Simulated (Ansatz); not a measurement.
Complex (SMILES): Cl (HCl) with S (H2S), atoms 1 to 2 the first; geometry from NCB31 set, monomers rigid:
```xyz
5

Cl    -1.9116     0.0000     0.0035
H     -0.6273    -0.0001    -0.1041
S      1.8425     0.0000    -0.1015
H      1.8228    -0.9618     0.8347
H      1.8219     0.9619     0.8346
```

Interaction energy at HF with Ansatz (an electronic-structure program), kcal/mol, without and with the counterpoise correction (monomers among the partner's ghost functions). Cartesian d functions, on some or all atoms, in 6-311G**; all else is spherical. No added dispersion term, no relativity. Reference, counterpoise-corrected: the value in aug-pcseg-3, -0.87.

```tsv
basis	functions	uncorrected	counterpoise	counterpoise correction	mean of both
def2-SVP	51	-2.34	-1.27	1.08	-1.80
6-311G**	72	-0.95	-0.63	0.32	-0.79
def2-TZVP	92	-1.22	-0.92	0.29	-1.07
def2-TZVPD	119	-1.04	-0.89	0.15	-0.96
def2-TZVPP	126	-1.15	-0.88	0.26	-1.01
jun-cc-pV(T+d)Z	138	-0.98	-0.91	0.07	-0.95
def2-TZVPPD	153	-0.99	-0.89	0.10	-0.94
aug-pcseg-2	169	-1.07	-0.88	0.18	-0.98
cc-pV(Q+d)Z	218	-0.96	-0.89	0.07	-0.93
pcseg-3	227	-0.91	-0.87	0.04	-0.89
def2-QZVPP	230	-0.93	-0.88	0.05	-0.91
aug-pcseg-3	325	-0.91	-0.87	0.04	-0.89
```

The corrected value lies nearer the reference in 11 of 12 rows.
